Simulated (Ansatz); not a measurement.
`BS[SiH3]` + `[AlH2][SH]` → `[AlH2][S][SiH3]` + `BS` at 400 K and 1 bar (ligand exchange at the Si–S bond).

Gas-phase electronic energies from Ansatz, PBE0-D4/def2-TZVP geometries. CCSD(T)/CBS is the MP2 limit (def2-TZVPP, def2-QZVPP) plus CCSD(T) − MP2 in def2-TZVPP, frozen cores. This one scheme is used for every species.

```tsv
species	CCSD(T)/CBS energy (Eh)	H − E (kJ/mol)	S (J/(mol·K))
`BS[SiH3]`	-714.68055	151.5	334.3
`[AlH2][SH]`	-641.61836	79.4	287.5
`[AlH2][S][SiH3]`	-931.92152	136.5	361.1
`BS`	-424.38198	95.9	260.4
```

H − E and S are ideal-gas, rigid-rotor, harmonic terms from PBE0-D4/def2-TZVP. 1 Eh = 2625.50 kJ/mol, R = 8.31446 J/(mol·K).

**Question.** By hand: ΔE, ΔH, ΔS and ΔG.

**Answer.** ΔE = (-931.92152) + (-424.38198) − (-714.68055) − (-641.61836) = -0.00459 Eh = -12.1 kJ/mol. Δ(H − E) = 136.5 + 95.9 − 151.5 − 79.4 = 1.5, so ΔH = -10.6 kJ/mol. ΔS = 361.1 + 260.4 − 334.3 − 287.5 = -0.3 J/(mol·K). ΔG = -10.6 − 400 × (-0.3)/1000 = -10.5 kJ/mol.

**Question.** By hand: the equilibrium constant, and the temperature at which ΔG would vanish if ΔH and ΔS stayed fixed.

**Answer.** log₁₀ K = −ΔG/(RT ln 10) = 1.4. ΔG = 0 at ΔH/ΔS = 35333 K, far beyond where these terms or the molecules hold.

The number of gas molecules stays the same, so ΔS is small and ΔH decides. A doubt of 5 kJ/mol in ΔE shifts log₁₀ K by 0.7 here. These are equilibria of isolated gas molecules and say nothing of rates. Largest T1 diagnostic: 0.015 (customary marks: 0.02 for closed shells, 0.045 for open ones).
